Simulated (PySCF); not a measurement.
Si(Cl)4 cation (Cl₄Si), SMILES Cl[Si](Cl)(Cl)Cl (connectivity only; charge and spin as stated), charge +1, multiplicity 2. Geometry: PBE-D3(BJ)/def2-SVP. The multiplicity is an assumed one; other spin states were not compared. The isomer is the one that the SMILES or the coordinates give; other isomers of the formula were not compared.

These are PBE-D3(BJ)/def2-SVP run with PySCF values and carry that method's errors.

Harmonic wavenumbers (cm⁻¹): 96, 113, 122, 122, 175, 395, 510, 519, 519. Rotational constants (GHz): 1.301, 1.301, 1.215; symmetry number 4.

Work out the zero-point energy and the ideal-gas rigid-rotor harmonic-oscillator thermochemistry at 298.15 K and 1 atm.

ZPE = ½ Σ hcν = ½ × 2573 cm⁻¹ = 3.68 kcal/mol. H − E(el) = 8.80 kcal/mol. Entropy in cal/(mol K): translation 41.30, rotation 26.68, vibration 18.09, spin 1.38, total 87.45. G − E(el) = -17.27 kcal/mol. Cp = 22.70 cal/(mol K). Modes under 150 cm⁻¹ make the vibrational entropy uncertain.
